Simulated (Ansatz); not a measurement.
# CHSi (quartet): wave-function methods side by side at distance Si1–H3 = 5.103 Å, 6-31G

Aim: climb from Hartree-Fock through coupled cluster and multireference methods for CHSi (quartet) at one geometry and basis, and see what each rung misses.

Method: 6-31G, core rule «outside noble gas», up to 6 orbitals frozen; program: Ansatz 0.2.0, Gaussian basis.

To be run: UHF; CCSD(T) on ROHF; CCSD(T) on UHF; BCCD(T) on ROHF; CISD; CCSDT(Q) on ROHF; CCSDT(Q) on UHF; CCSDTQ on ROHF; CASSCF and MRCISD+Q, 5 electrons in 5 orbitals; CASSCF and NEVPT2, 5 electrons in 5 orbitals; CASSCF and MRCISD+Q, 9 electrons in 9 orbitals; CASSCF and NEVPT4(SD), 9 electrons in 9 orbitals; CASSCF and NEVPT2, 9 electrons in 9 orbitals; Full CI; Full CI in the symmetry of the determinant.

14 further runs of the same task are left out: 2 for a mislabelled method, 7 that didn't finish, 5 set aside as unsound or not needed.

## 1. What is computed

The geometry derives from a PBE0/def2-TZVP stationary point (not a proven minimum). One bond is set to the value named and the two fragments are kept rigid.

3 atoms, charge 0, spin multiplicity 4.

Atoms are counted from 1 here; the program's logs count them from 0.

Bond lengths: Si1–C2 1.840 Å.

## 2. UHF

Input file in.yaml:

```yaml
crystal:
  periodic: [false, false, false]
  atoms:
    - {symbol: Si, position_ang: [0.000000, -0.168584, 0.507735]}
    - {symbol: C, position_ang: [0.000000, -0.009131, -1.325250]}
    - {symbol: H, position_ang: [0.000000, 4.806272, 1.644142]}
basis:
  gaussian: {orbitals: 6-31G}
magnetization: {spin_polarized: true, initial_magnetization: 3}
hamiltonian: {xc: hf}
output: {orbitals: {seedname: orbitals}}
```

Run with:

```
ansatz run in.yaml --threads 1 --pin off --events-out ev --progress --plain --max-ram 2393MiB
```

Further steps of the session: CCSD(T) on ROHF; CCSD(T) on UHF; BCCD(T) on ROHF; CISD; CCSDT(Q) on ROHF; CCSDT(Q) on UHF; CCSDTQ on ROHF; CASSCF and MRCISD+Q, 5 electrons in 5 orbitals; CASSCF and NEVPT2, 5 electrons in 5 orbitals; CASSCF and MRCISD+Q, 9 electrons in 9 orbitals; CASSCF and NEVPT4(SD), 9 electrons in 9 orbitals; CASSCF and NEVPT2, 9 electrons in 9 orbitals; Full CI; Full CI in the symmetry of the determinant.

Q: Predict the results of all the runs planned. Wanted: FCI below the RHF energy; RMP2 from FCI; UMP2 from FCI; RCCSD from FCI; RCCSD(T) from FCI; UCCSD(T) from FCI; RCCSDT(Q) from FCI; UCCSDT(Q) from FCI; NEVPT2 pair from FCI.

As calculated:

```
                         quantity                                                                                                value
         FCI below the RHF energy                                                                                           -4.0885 eV
                    RMP2 from FCI                                                                                           +993.0 meV
                    UMP2 from FCI                                                                                          +1283.6 meV
                   RCCSD from FCI                                                                                           +239.3 meV
                RCCSD(T) from FCI                                                                                            +73.8 meV
                UCCSD(T) from FCI                                                                                            +89.1 meV
               RCCSDT(Q) from FCI                                                                                             +7.5 meV
               UCCSDT(Q) from FCI                                                                                            +13.2 meV
             NEVPT2 pair from FCI                                                                                           +913.1 meV
           MRCISD+Q pair from FCI                                                                                           +134.6 meV
          NEVPT2 valence from FCI                                                                                           +294.7 meV
levels within 1 kcal/mol (43 meV)  RCCSDT, UCCSDT, RCCSDT(Q), UCCSDT(Q), RCCSDTQ, NEVPT4(SD) valence, MRCISD valence, MRCISD+Q valence
                    T1 diagnostic                                                                                                0.065
   effectively unpaired electrons                                                                                                 3.26
```

**Reading.** RCCSD(T) misses by +73.8 meV, 1.8 % of the correlation energy. The occupations show some static correlation. Of the multireference levels listed MRCISD+Q valence comes nearest in total energy (+9.9 meV), which doesn't show that its space is the better one. These misses are within one basis, not against nature; the frozen cores of restricted and unrestricted runs differ, which can shift their rows.
